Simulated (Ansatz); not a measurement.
hcp Ru was calculated with LDA (Ansatz, a program for electronic structure, PAW).

Numerical settings: plane-wave cutoff 520 eV, 18×18×12 k mesh (along the axes of the cell as run), Fermi–Dirac smearing 0.1 eV, perturbation theory, no spin polarisation, scalar-relativistic PAW data made under PBE.

The cell has the measured lattice parameters. Conventional cell: a = 2.7058 Å, b = 2.7058 Å, c = 4.2816 Å, α = 90.00°, β = 90.00°, γ = 120.00°.

```yaml
crystal:
  lattice:
    - [2.70580, 0.00000, 0.00000]
    - [-1.35290, 2.34329, 0.00000]
    - [0.00000, 0.00000, 4.28160]
  atoms:
    - { symbol: Ru, position: [0.66667, 0.33333, 0.75000] }
    - { symbol: Ru, position: [0.33333, 0.66667, 0.25000] }
```

Harmonic phonon frequencies (cm⁻¹; i marks an imaginary mode):

```json
[
 {"q point": "Γ", "frequencies": "0 0 0 195 195 243"},
 {"q point": "M", "frequencies": "135 162 172 197 199 207"},
 {"q point": "K", "frequencies": "___"}
]
```

Task: Complete the blanks.

Result: 
- K, frequencies: 168 168 196 196 202 251

No imaginary mode appears at these points.

Note: the cell isn't this level's own, so it is under some stress, which shifts stiffness and frequencies.
